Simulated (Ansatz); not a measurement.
**FH2Si: vertical and adiabatic energies of changing the electron count**

Aim: vertical and adiabatic energies of changing the electron count, for FH2Si, run from a script.

Program: Ansatz 0.2.0, driven from Python. Level of theory: PBE0/6-31G*. These are calculated values, not measurements.

### Step 1. The system

Bond lengths: F1–Si2 1.621 Å, Si2–H3 1.448 Å, Si2–H4 1.448 Å. Angles: F1–Si2–H3 104.7°, F1–Si2–H4 104.7°, H3–Si2–H4 120.2°.

The script holds or builds the structure itself.

### Step 2. Script

adiabatic_fh2si.py

```python
import itertools

import ansatz as az
from ase.data import atomic_numbers, covalent_radii
import numpy as np

geometry_ang = [
    ('F', [1.20559, 0.64754, -0.42551]),
    ('Si', [-0.12215, -0.26492, -0.24687]),
    ('H', [-1.21993, 0.67852, -0.26164]),
    ('H', [0.13649, -1.06114, 0.93402]),
]
molecule = az.Crystal.molecule()
for symbol, xyz in geometry_ang:
    molecule = molecule.atom(symbol, xyz)

setup = molecule.calculation()
setup = setup.basis(gaussian='6-31G*')
setup = setup.functional('pbe0')
setup = setup.spin('collinear', total=1)
symbols = [site.symbol for site in molecule.cartesian_sites]
start = np.array([site.position_ang for site in molecule.cartesian_sites], dtype=float)
summary = setup.relax(force_tolerance=0.01).run(threads=1, pin='off').report
end = np.array(summary['positions_ang'])

minimum = az.Crystal.molecule()
for symbol, place in zip(symbols, end):
    minimum = minimum.atom(symbol, place.tolist())
ion = (
    minimum.calculation()
    .basis(gaussian='6-31G*')
    .functional('pbe0')
    .charge(1)
)
vertical = ion.run(threads=1, pin='off').report
settled = ion.relax(force_tolerance=0.01, max_steps=80).run(threads=1, pin='off').report
print(f'vertical ionisation energy   {vertical["free_energy_ev"] - summary["free_energy_ev"]:.3f} eV')
print(f'adiabatic, no zero point     {settled["free_energy_ev"] - summary["free_energy_ev"]:.3f} eV')
print(f'relaxation energy of the ion {vertical["free_energy_ev"] - settled["free_energy_ev"]:.3f} eV')
ionised = np.array(settled['positions_ang'])
radius = [covalent_radii[atomic_numbers[s]] for s in symbols]
span = lambda where, i, j: np.linalg.norm(where[i] - where[j])
bonded = [(i, j) for i, j in itertools.combinations(range(len(symbols)), 2) if min(span(end, i, j), span(ionised, i, j)) < 1.2 * (radius[i] + radius[j])]
print('pair        before    after (A)')
for i, j in bonded:
    print(f'{symbols[i]}{i}-{symbols[j]}{j}'.ljust(10), f'{span(end, i, j):8.4f} {span(ionised, i, j):8.4f}')
```

### Step 3. What the engine is handed

The package turns the script's settings into the engine's input (first run):

```yaml
crystal:
  periodic: [false, false, false]
  atoms:
    - { symbol: F, position_ang: [1.20559, 0.64754, -0.42551] }
    - { symbol: Si, position_ang: [-0.12215, -0.26492, -0.24687] }
    - { symbol: H, position_ang: [-1.21993, 0.67852, -0.26164] }
    - { symbol: H, position_ang: [0.13649, -1.06114, 0.93402] }
basis:
  gaussian:
    orbitals: "6-31G*"
hamiltonian:
  xc: pbe0
magnetization:
  spin_polarized: true
  initial_magnetization: 1.0
relax:
  f_tol: 0.01
```

### Step 4. Running it

Run with:

```console
> python adiabatic_fh2si.py
```

**Question.** What results will this script give? Wanted: vertical ionisation energy; adiabatic ionisation energy, no zero point.

The runs gave:

```
                                  quantity     value
                vertical ionisation energy  9.077 eV
adiabatic ionisation energy, no zero point  8.058 eV
                             runs compared         3
```

The ionisation energy is a difference of two total energies at the neutral geometry; letting the ion relax lowers it by 1.02 eV. Run 1: The relaxation took 4 moves; the largest shift is 0.077 Å. Run 3: After 5 moves the largest shift is 0.386 Å, of atom 2 (Si). What to keep in mind:
- The energies are electronic: no zero-point or thermal terms, and the basis set is short of its limit. The product may relax into another structure. The relaxation finds the nearest minimum, so the adiabatic value is an upper bound.
- The species is open-shell (spin multiplicity 2).
- Only the spin states typed were run; another state of an ion can lie lower, by up to an eV or two.
